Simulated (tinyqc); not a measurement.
Inside a calculation. Method: harmonic frequencies on the RHF/sto-3g surface (energies and gradients from PySCF), for H2O, spin multiplicity 1. One step of it, computed by the program tinyqc.

Task: Normal modes. Diagonalise H_ij / sqrt(m_i m_j); the 6 smallest eigenvalues belong to translations and rotations; wavenumber = sqrt(eigenvalue / 1822.888) x 219474.63; each mode has its largest component positive (the first on a tie); zero-point energy = sum of wavenumbers / 2, with 349.755 1/cm per kcal/mol.

Hessian (symmetrised) (hartree/bohr^2), lower triangle:
```
             1Ox          1Oy          1Oz         2Hx          2Hy         2Hz          3Hx          3Hy
1Ox   0.00184292
1Oy   0.00367999   0.80385337
1Oz   0.03396556   0.00349661   0.63314778
2Hx  -0.00108333  -0.01982520  -0.01855847  0.00103468
2Hy  -0.01335582  -0.38986254  -0.21749309  0.01681376   0.42677304
2Hz  -0.01908261  -0.33814299  -0.32847809  0.01789953   0.27899103  0.31120732
3Hx  -0.00075916   0.01614521  -0.01540719  0.00004843  -0.00345797  0.00118313   0.00071051
3Hy   0.00967583  -0.41399109   0.21399646  0.00301143  -0.03691036  0.05915194  -0.01268723   0.45090157
3Hz  -0.01488295   0.33464639  -0.30467081  0.00065894  -0.06149807  0.01727134   0.01422407  -0.27314829

            3Hz
3Hz  0.28740002
```

masses (u): 1O 15.994915, 2H 1.007825, 3H 1.007825

Give: eigenvalues of the mass-weighted Hessian; harmonic wavenumbers of the vibrations; mass-weighted modes; zero-point energy.

Result:

eigenvalues of the mass-weighted Hessian (hartree/(bohr^2 u)): 0.0000  0.0000  0.0000  0.0000  0.0000  0.0000  0.1782  0.6486  0.7297

harmonic wavenumbers of the vibrations (1/cm): 2170.0  4140.0  4391.1

mass-weighted modes:
```
      mode 1   mode 2   mode 3
1Ox  -0.0141   0.0109  -0.0014
1Oy   0.0058  -0.0045  -0.2624
1Oz  -0.2640   0.2046  -0.0057
2Hx   0.0258  -0.0249   0.0263
2Hy  -0.4445  -0.5499   0.5131
2Hz   0.5165  -0.4195   0.4490
3Hx   0.0305  -0.0187  -0.0206
3Hy   0.4215   0.5677   0.5322
3Hz   0.5352  -0.3954  -0.4265
```

zero-point energy = 15.2980 kcal/mol
